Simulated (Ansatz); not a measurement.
# CH5N3: up Jacob's ladder to CCSD(T)

An exercise on one series of results from a longer session: the logs are not shown, and one member is left open.

Computed with Ansatz 0.2.0, Gaussian basis. Level: functionals in def2-TZVPP, the program's frozen cores in correlated methods.

Levels to be run: LDA (SPW92), PBE-D4, revPBE-D4, BLYP-D4, r2SCAN-D4, B97M-V, PBE0-D4, B3LYP-D4, r2SCANh-D4, r2SCAN0-D4, HSE06-D4, BHLYP-D4, CAM-B3LYP-D4, LC-ωPBE, ωB97X-V, ωB97M-V, B2PLYP, PBE-QIDH; CCSD(T)/def2-SVP; CCSD(T)/def2-TZVPP; MP2/def2-QZVPP; extrapolation to the limit; RPA on PBE.

## Structure used throughout

An earlier PBE0-D4 in a triple-zeta def2 set relaxation fixed the geometry.

SMILES `N=C(N)N`, 9 atoms, charge 0, spin multiplicity 1.

Atoms are counted from 1 here; the program's logs count them from 0.

Bond lengths: N1–C2 1.273 Å, N1–H5 1.015 Å, C2–N3 1.383 Å, C2–N4 1.387 Å, N3–H6 1.008 Å, N3–H7 1.008 Å, N4–H8 1.008 Å, N4–H9 1.006 Å. Angles: C2–N1–H5 111.6°, N1–C2–N3 120.2°, N1–C2–N4 127.5°, N3–C2–N4 112.3°, C2–N3–H6 111.5°, C2–N3–H7 115.0°, H6–N3–H7 113.1°, C2–N4–H8 115.0°, C2–N4–H9 114.6°, H8–N4–H9 112.8°.

The first run:

File in.yaml:

```yaml
crystal:
  periodic: [false, false, false]
  atoms:
    - {symbol: N, position_ang: [-0.736882, 1.290730, -0.325109]}
    - {symbol: C, position_ang: [-0.066781, 0.238151, -0.071210]}
    - {symbol: N, position_ang: [1.312101, 0.249730, -0.174250]}
    - {symbol: N, position_ang: [-0.556222, -1.003077, 0.307588]}
    - {symbol: H, position_ang: [-1.718899, 1.172334, -0.097265]}
    - {symbol: H, position_ang: [1.644325, 1.102797, -0.595974]}
    - {symbol: H, position_ang: [1.714859, -0.578168, -0.585230]}
    - {symbol: H, position_ang: [0.024607, -1.509187, 0.958274]}
    - {symbol: H, position_ang: [-1.528710, -1.009710, 0.565976]}
basis:
  gaussian: {orbitals: def2-TZVPP}
hamiltonian: {xc: lda}
output: {orbitals: {seedname: orbitals}}
```

Run with:

```bash
ansatz run in.yaml --threads 2 --pin off --events-out ev --progress --plain --max-ram 4352MiB
```

Steps of the session up to this table: LDA; PBE-D4 (GGA); revPBE-D4 (GGA); BLYP-D4 (GGA); r2SCAN-D4 (meta-GGA); B97M-V (meta-GGA); PBE0-D4 (hybrid); B3LYP-D4 (hybrid); r2SCANh-D4 (hybrid); r2SCAN0-D4 (hybrid); HSE06-D4 (hybrid); BHLYP-D4 (hybrid); CAM-B3LYP-D4 (range-separated); LC-ωPBE (range-separated); ωB97X-V (range-separated); ωB97M-V (range-separated); B2PLYP (double hybrid); PBE-QIDH (double hybrid).

One of the session's tables, all rows but one given; the rest of the session is left out.

It belongs to the step «Frontier levels by functional». 

```
  functional  HOMO (eV)  LUMO (eV)  gap (eV)
 LDA (SPW92)      -5.62      -0.20      5.42
      PBE-D4      -5.44      -0.09      5.36
   revPBE-D4      -5.38      -0.03      5.35
     BLYP-D4          ?          ?         ?
   r2SCAN-D4      -5.70       0.66      6.36
      B97M-V      -5.75       0.13      5.89
     PBE0-D4      -6.78       0.74      7.51
    B3LYP-D4      -6.56       0.35      6.91
  r2SCANh-D4      -6.21       0.92      7.13
  r2SCAN0-D4      -6.96       1.26      8.22
    HSE06-D4      -6.37       0.37      6.74
    BHLYP-D4      -8.01       1.29      9.30
CAM-B3LYP-D4      -8.18       1.45      9.64
     LC-ωPBE      -9.56       2.81     12.36
     ωB97X-V      -9.18       2.60     11.77
     ωB97M-V      -9.09       2.11     11.20
```

Q: Estimate the row for BLYP-D4 from the others.

Worked estimate for «HOMO (eV)». Against the share of exact exchange, B3LYP-D4 (0.2, -6.56), BHLYP-D4 (0.5, -8.01) give a slope of -4.83 per unit share; at 0 the line stands at -5.59.

As computed: HOMO (eV): -5.33; LUMO (eV): -0.15; gap (eV): 5.18. In «HOMO (eV)» the line misses by -0.26.
